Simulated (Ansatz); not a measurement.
# BeS+ (doublet): the correlation ladder, cc-pVTZ

One table from this session's results is given with a row withheld; the runs are named, their logs left out.

Computed with Ansatz 0.2.0, Gaussian basis. Level: cc-pVTZ, core rule «outside noble gas», up to 6 orbitals frozen.

The runs, in order: UHF; CCSD(T) on ROHF; CCSD(T) on UHF; BCCD(T) on ROHF; CISD; CCSDT(Q) on ROHF; CCSDT(Q) on UHF.

11 further runs of the same task are left out: 5 for a known fault of the program, 2 that didn't finish, 4 set aside as unsound or not needed.

**What is computed**

The geometry is a PBE0/def2-TZVP stationary point (not a proven minimum).

2 atoms, charge 1, spin multiplicity 2.

Atoms are counted from 1 here; the program's logs count them from 0.

Bond lengths: S1–Be2 1.843 Å.

Set-up of the first run:

File in.yaml:

```yaml
crystal:
  periodic: [false, false, false]
  atoms:
    - {symbol: S, position_ang: [0.000000, 0.000000, 0.000000]}
    - {symbol: Be, position_ang: [0.000000, 0.000000, 1.842500]}
basis:
  gaussian: {orbitals: cc-pVTZ}
total_charge: 1
magnetization: {spin_polarized: true, initial_magnetization: 1}
hamiltonian: {xc: hf}
output: {orbitals: {seedname: orbitals}}
```

Run with:

```sh
$ ansatz run in.yaml --threads 1 --pin off --events-out ev --progress --plain --max-ram 2393MiB
```

Among the steps run: UHF; CCSD(T) on ROHF; CCSD(T) on UHF; BCCD(T) on ROHF; CISD; CCSDT(Q) on ROHF; CCSDT(Q) on UHF.

One of the session's tables, all rows but one given; the rest of the session is left out.

| method | from UCCSDT(Q) (kcal/mol) |
| --- | --- |
| ROHF | ? |
| UHF | +120.55 |
| RMP2 | +19.71 |
| UMP2 | +20.28 |
| CISD | +11.88 |
| RCCSD | +6.44 |
| UCCSD | +6.33 |
| RCCSD(T) | +0.94 |
| UCCSD(T) | +0.95 |
| BCCD(T) | +0.95 |
| RCCSDT | +0.31 |
| UCCSDT | +0.29 |
| RCCSDT(Q) | +0.05 |
| UCCSDT(Q) | 0 |

Q: Estimate the row for ROHF from the others.

The run gave: from UCCSDT(Q) (kcal/mol): +123.61. In the column «from UCCSDT(Q) (kcal/mol)» it is the highest.

Caveats from the session: Restricted and unrestricted rows rest on different reference determinants; where their highest levels disagree by more than a few hundredths of an eV, they describe different states and don't form one ladder.
